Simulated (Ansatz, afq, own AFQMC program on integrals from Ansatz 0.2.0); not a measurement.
# Atomization energy of CH3Al, singlet

```json
{"atom": "Al", "x (Å)": "-0.7408", "y (Å)": "0.0064", "z (Å)": "0.0050"}
{"atom": "C", "x (Å)": "1.2474", "y (Å)": "-0.0108", "z (Å)": "-0.0084"}
{"atom": "H", "x (Å)": "1.6463", "y (Å)": "-1.0338", "z (Å)": "-0.0061"}
{"atom": "H", "x (Å)": "1.6655", "y (Å)": "0.4997", "z (Å)": "0.8692"}
{"atom": "H", "x (Å)": "1.6535", "y (Å)": "0.4910", "z (Å)": "-0.8966"}
```

Connectivity, by distances: Al–CH3.

Atoms in their ground-state spins without spin–orbit coupling (mostly on UHF) minus the molecule (RHF), without zero-point energy. The geometry is a stationary point, not shown to be a minimum.

Basis cc-pVTZ. Noble-gas cores (and the filled d shells of Ga–Kr and In–Xe) are frozen. Ansatz 0.2.0 and our own AFQMC program on the same integrals; the CISD trial comes from CCSD amplitudes, and released means the phaseless constraint is let go. ± is one standard error of the sampling. The errors of all members are added in quadrature.

No full CI on the walks' own integrals is used here; CCSDT(Q) serves as the reference and is uncertain by about the last step of the cluster series. Each member takes its own surest rung, up to full CI.

Errors are counted within cc-pVTZ, not against nature.

Cautions: CH₃Al (singlet): restricted determinant unstable towards unrestricted (UHF 6 meV lower, ⟨S²⟩ 0.12), the released energies are still falling, so no released level is given (meV from the phaseless value at times in 1/Eh: 0 ± 6 at 0.24, 0 ± 6 at 0.51, -8 ± 5 at 0.99, -21 ± 6 at 1.62, -38 ± 9 at 2.40), its ph-AFQMC/CISD value lies 18 ± 5 meV above CCSDT(Q).

```
level  atomization energy (kcal/mol)
 CCSD                          367.6
   HF                          285.7
```

(1) From these cheaper values, estimate the atomization energy at the reference level in cc-pVTZ.

(1) 371.6 kcal/mol (CCSDT(Q) in cc-pVTZ).

| level | atomization energy (kcal/mol) | error against CCSDT(Q) (kcal/mol) |
| --- | --- | --- |
| MP2 | 372.0 | 0.3 |
| CCSD(T) | 371.6 | 0.0 |
| ph-AFQMC/HF | 377.7 ± 0.6 | 6.1 ± 0.6 |
| ph-AFQMC/CISD | 371.5 ± 0.1 | -0.1 ± 0.1 |

Correlation beyond CCSD(T) changes it by less than 2 meV. The perturbative (T) step is worth +4.0 kcal/mol.

A walk keeps the symmetry of its determinant, which the program's search chose and which needn't be the lowest solution, so a lower state of the same spin and another symmetry isn't excluded.
